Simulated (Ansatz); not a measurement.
CsCl-type TlCl, treated with HSE06 (PAW; Ansatz, a first-principles code).

Run with plane-wave cutoff 460 eV, 8×8×8 k mesh, Fermi–Dirac smearing 0.01 eV, scalar-relativistic PAW data made under PBE.

The volume scan:

| V (Å³/atom) | E − E_lowest (meV/atom) | P (GPa) |
|---|---|---|
| 27.819 | 5.64 | 1.330 |
| 28.551 | 1.24 | 0.613 |
| 29.059 | 0.00 | 0.175 |
| 30.015 | 1.14 | -0.533 |
| 30.747 | 4.64 | -0.987 |

**Question.** Estimate the bulk modulus from the pressures at 29.059 and 30.015 Å³/atom, and compare it with a fit to all energies.

**Answer.** B = −V dP/dV. Between V = 29.059 and 30.015 Å³/atom, dP/dV = (-0.533 − (0.175))/(30.015 − 29.059) = -0.741 GPa per Å³/atom; at the midpoint 29.537 Å³/atom this gives B ≈ 21.9 GPa. The third-order Birch–Murnaghan fit gives V0 = 29.278 Å³/atom, B0 = 22.8 GPa, B′ = 5.1, which lies 4 % above that estimate.

Measured, for comparison: equilibrium volume per atom 28.35 Å³/atom (temperature not stated, no zero-point or thermal correction; as tabulated in Wikipedia's data pages). Computed (rounded) less measured: equilibrium volume per atom +3.3 %.

Spin–orbit coupling is not included; it can shift volumes and moduli of such heavy elements.

Computed values are for the static lattice.
